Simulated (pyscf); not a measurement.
Structures and frequencies: ωB97X-D3(BJ)/def2-SVP in PySCF.

### Question
Estimate by transition-state theory the rate constant of H₂N–B=O (SMILES NB=O) + H₂ (SMILES [H][H]) → HB=O (SMILES B=O) + NH₃ (SMILES N) (singlet surface; B–N, H–H broken, B–H, H–N formed) at 1200 K, with ωB97M-D3(BJ)/def2-TZVP energies (ideal gas, 1 atm, RRHO with modes under 100 cm⁻¹ raised to 100, one conformer, R ln 2 for chiral ones without a mode under 150 cm⁻¹; no tunnelling).

### Answer
The electronic barrier is 51.0 kcal/mol and the thermal terms add +35.8, so ΔG‡ = 86.8 kcal/mol. With k_BT/h = 2.50e+13 s⁻¹ and RT = 2.385 kcal/mol, and a volume of 1.64e-19 cm³ per molecule at 1 atm, k = 6.4e-22 cm³ molecule⁻¹ s⁻¹. Wigner's tunnelling factor for 1700i cm⁻¹ would be 1.17. A shift of 1 kcal/mol in the barrier changes k by a factor 1.5. On the product side the descent ends in an adduct with a B–N contact (not fully relaxed), 8.2 kcal/mol under the separated species and 48.4 kcal/mol under the saddle at ωB97X-D3(BJ)/def2-TZVP. What is counted as broken (B–N) persists as a longer contact in the product adduct; parting that adduct is a step of its own. At the saddle there is also a short B–H contact that neither side keeps. One saddle was located; it need not be the lowest between these sides.
